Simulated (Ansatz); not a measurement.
# Ca (fcc type): a single-point run

Aim: a sound single-point run of Ca (fcc type).

Computed with Ansatz 0.2.0 (DFT, PBE, PAW with Ansatz's default frozen-core files, scalar-relativistic, unless a step's input says otherwise).

## Step 1: The system as given

It takes space group Fm-3m (No. 225, cubic). The conventional cell has a = 10.644 Å, b = 10.644 Å, c = 10.644 Å, α = 90.00°, β = 90.00°, γ = 90.00°.

Structure file:

```
CELL_PARAMETERS angstrom
0.00000 5.32205 5.32205
5.32205 0.00000 5.32205
5.32205 5.32205 0.00000
ATOMIC_POSITIONS crystal
Ca 0.00000 0.00000 0.00000
```

## Step 2: The calculation

Contents of input.yaml:

```yaml
crystal:
  lattice:
    - [0.0, 5.32205274, 5.32205274]
    - [5.32205274, 0.0, 5.32205274]
    - [5.32205274, 5.32205274, 0.0]
  atoms:
    - { symbol: Ca, position: [0.0, 0.0, 0.0] }
kpoints:
  mp_grid: { grid: [11, 11, 11] }
scf:
  occupations: { method: fermi_dirac, width: 0.03 }
  max_iter: 80
hamiltonian:
  xc: pbe
  pseudopotentials: { kind: paw }
output:
  forces: true
  stress: true
  eigenvalues: true
  efg: { contact_densities: true }
```

On the command line:

```console
> ansatz run input.yaml --threads 1 --pin off --max-ram 2048MiB --backend cpu --events-out ev --progress --plain --runs-dir out
```

**Question.** How will this run end, and is anything wrong with its input?

This run ends as converged. Convergence says nothing about whether the input makes sense.

All or some distances are much too long for bonding. The shortest distance in the input is 7.53 Å.

The cure: restore the intended geometry.
